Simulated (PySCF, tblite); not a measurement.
# PF₃− (doublet), a cluster model of a defect: EPR parameters

Wanted: the EPR parameters for `FP(F)F`. It is drawn as: threefold P.

Programs: tblite 0.8.0 and PySCF 2.14.0. All values are calculated, for the isolated system unless a continuum is named. Atoms count from 0, parts from 1.

### Step 1. The system as given

4 atoms, charge -1, multiplicity 2; geometry: distance geometry start.

### Step 2. Geometry optimisation with GFN2-xTB

What the job is given:

```
{"job": {"kind": "relax", "xc": "GFN2-xTB", "basis": "xTB"}, "charge": -1, "multiplicity": 2}
P     -0.016498     0.001430     0.419316
F     -0.530914     1.535315    -0.143454
F     -1.051847    -1.234058    -0.145135
F      1.609163    -0.316281    -0.125317
```

Method: GFN2-xTB geometry optimisation, gas phase.

On the command line:

```console
$ OMP_NUM_THREADS=1 python cluster_run.py task.json out
```

This one command runs all jobs of the session in turn.

**Question.** The jobs that follow are: PBE0-D3(BJ)/def2-SVP geometry optimisation, gas phase; UKS B3LYP, IGLO-III on F P, non-relativistic, mean-field spin-orbit, GIAO; UKS BHandHLYP, IGLO-III on F P, non-relativistic, mean-field spin-orbit, GIAO. Predict: rotational constants (main isotopes); g(iso) (B3LYP); ⟨S²⟩; largest a(iso) (averaged by class).

The runs gave:

| quantity | value |
| --- | --- |
| rotational constants (main isotopes) | 13.18, 4.26, 3.22 GHz |
| g(iso) (B3LYP) | 2.00204 |
| ⟨S²⟩ | 0.757 (exact 0.75) |
| largest a(iso) (averaged by class) | 31P on P0, 149.1 MHz |

**Reading.** Over 4 steps the energy fell by 0.063 eV; of the close pairs, P0–F1 changed most, 1.840 to 1.772 Å (PBE0/def2-SVP). P0 carries the largest spin population, 0.93 e. The isotropic g lies 0.3 ppt below the free-electron value. The coupling of 31P on P0 runs from 149.1 (B3LYP/IGLO-III) to 290.6 MHz (BHandHLYP/IGLO-III).
